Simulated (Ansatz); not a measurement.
Rock-salt MgS, treated with PBE0 in Ansatz (PAW).

Numerical settings: plane-wave cutoff 460 eV, 8×8×8 k mesh, Fermi–Dirac smearing 0.01 eV, scalar-relativistic PAW data made under PBE.

Computed at the level's own relaxed cell.

```
CELL_PARAMETERS angstrom
      0.00000     2.59721     2.59721
      2.59721     0.00000     2.59721
      2.59721     2.59721     0.00000
ATOMIC_POSITIONS crystal
  Mg 0.00000 0.00000 0.00000
  S  0.50000 0.50000 0.50000
```

Task: List the 5 lowest band energies at Γ above −25 eV (eV, relative to the valence band maximum), grouping those that round alike.

Result: At Γ: -14.06, 0.00 (×3), 5.56.

Ansatz is a first-principles code.
